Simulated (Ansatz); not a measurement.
System: Ga₂O₃ (C2/m, No. 12). Method: r²SCAN in Ansatz (plane waves, PAW).

Run with plane-wave cutoff 600 eV, 14×14×8 k mesh (along the axes of the cell as run), finite displacements, scalar-relativistic PAW data made under PBE.

Computed at the level's own relaxed cell.

Question: Predict the electronic dielectric constant ε∞ (mean over three axes) and dielectric constant ε0 (ions relaxed) (mean over three axes).

Answer: 
- electronic dielectric constant ε∞ (mean over three axes) = 3.77
- dielectric constant ε0 (ions relaxed) (mean over three axes) = 10.9

Note: the relaxation could not lower the start's symmetry, so the cell can be a saddle point above a distorted one.

Computing time: around 5 core-hours (rough).

Ansatz is a program for electronic structure.
